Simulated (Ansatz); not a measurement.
A run for Ansatz (a program for electronic structure): R-B2PLYP/def2-TZVPPD on NH3 (SMILES N). Files ending in .json are basis or fitting sets from the Basis Set Exchange.

Ansatz 0.2 input:
```yaml
crystal:
  periodic: [false, false, false]
  atoms:
    - {symbol: N, position_ang: [0.00000000, 0.00000000, 0.11289000]}
    - {symbol: H, position_ang: [0.00000000, 0.93802400, -0.26340900]}
    - {symbol: H, position_ang: [0.81235300, -0.46901200, -0.26340900]}
    - {symbol: H, position_ang: [-0.81235300, -0.46901200, -0.26340900]}
basis:
  gaussian:
    orbitals: def2-TZVPPD.json
hamiltonian:
  xc: {name: B2PLYP}
magnetization: {spin_polarized: false}
correlation: {electrons: outside_noble_gas}
scf: {lower_state_search: off}
```

Program output:

```
WARN ansatz: RAYON_NUM_THREADS=1 ignored (pool sized by the plan → 1); use --threads N
Functional definition: B2PLYP
these checks for a lower state are left out or cut short: stability, starts, cluster_reference, orbital_swaps, neighbouring_geometries, increment
integrals: 0.03 GiB planned
500 factors; integrals over basis functions are off by at most 7.1e-4 eV
mean field: 0.16 GiB planned
mean field evaluation 1: about -1532.7122 eV, gradient 4.5e1 eV
mean field evaluation 2: about -1532.7123 eV, gradient 4.5e1 eV
mean field evaluation 4: about -1536.4114 eV, gradient 1.5e0 eV
mean field evaluation 8: about -1536.4171 eV, gradient 1.8e-2 eV
mean field evaluation 16: about -1536.4171 eV, gradient 1.6e-6 eV
mean field -1536.41710480 eV, -56.4622871805 hartree, gradient 1.6e-6 eV, S^2 0.000000; 0 other end points of the search recorded, 0 dependent functions left out
1 core orbitals not correlated
reference -1536.41720835 eV, -56.4622909858 hartree; 4, 4 occupied and 83, 83 virtual orbitals, 500 factors
second order -7.68862956 eV of doubles, -0.00000000 eV of singles
Total energy: -1538.49313833 eV, -56.5385800055 hartree
Checks for a lower state left out: stability, starts, cluster_reference, orbital_swaps, neighbouring_geometries, increment
```

Self-consistency was reached.

Cost: roughly 0.5 core-seconds.
